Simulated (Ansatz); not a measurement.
**Relaxing TaP3**

Level of theory: DFT PBE, scalar-relativistic, plane waves, PAW in Ansatz 0.2.0. Cutoff 420 eV, Γ-centred k mesh, Gaussian smearing, no spin polarisation in the final step.

The start puts TaP3 on the sites of a reported RuBr3 cell (P6_3/mcm, No. 193), with Ta in place of Ru, P in place of Br, at a guessed volume.

```
Ta P
1.0
     5.68524    0.00000    0.00000
    -2.84262    4.92357    0.00000
     0.00000    0.00000    5.13603
Ta P
2 6
Direct
  0.00000 0.00000 0.00000
  0.00000 0.00000 0.50000
  0.31150 0.31150 0.25000
  0.00000 0.31150 0.75000
  0.68850 0.00000 0.25000
  0.68850 0.68850 0.75000
  0.00000 0.68850 0.25000
  0.31150 0.00000 0.75000
```

Cell and atoms relax at zero pressure; the relaxation can't lower the symmetry of the start. After a coarse first stage the cell is made exact in the group found at 0.06 Å.

The zero of energy is the elements' standard structures at the same level; no fitted shifts are applied.

Q: What does it relax into?

A: It keeps P6_3/mcm (No. 193), but not the shape of the type it started on. Conventional cell: a = 4.875 Å, c = 6.528 Å. Around Ta lie 6 P at 2.56 Å, 2 Ta at 3.26 Å and 6 P at 3.32 Å; around P lie 4 P at 2.56 Å and 2 Ta at 2.56 Å.

```cif
data_structure
_symmetry_space_group_name_H-M 'P6_3/mcm'
_symmetry_Int_Tables_number 193
_cell_length_a 4.8747
_cell_length_b 4.8747
_cell_length_c 6.5276
_cell_angle_alpha 90.000
_cell_angle_beta 90.000
_cell_angle_gamma 120.000
_cell_volume 134.33
loop_
_atom_site_label
_atom_site_type_symbol
_atom_site_symmetry_multiplicity
_atom_site_Wyckoff_symbol
_atom_site_fract_x
_atom_site_fract_y
_atom_site_fract_z
_atom_site_occupancy
Ta1 Ta 2 b 0.00000 0.00000 0.00000 1
P1 P 6 g 0.40593 0.40593 0.25000 1
```

Q: What are its volume, energy, density and gap?

A: The volume per atom is 16.79 Å³. The density is 6.77 g/cm³ and the energy over the elements is 0.17 eV/atom. The gap on the 12×12×6 mesh is 0 eV (a metal).

The final run used a 12×12×6 mesh on its 8-atom cell and 0.10 eV smearing. The k mesh leaves about 4 meV/atom of noise in metals. Spin–orbit coupling is left out. Symmetry constrained the relaxation, so the result can be a saddle point.

Cost: 3 runs of about 4.1 core-minutes in all, on Arm Neoverse V1 (shared hosts).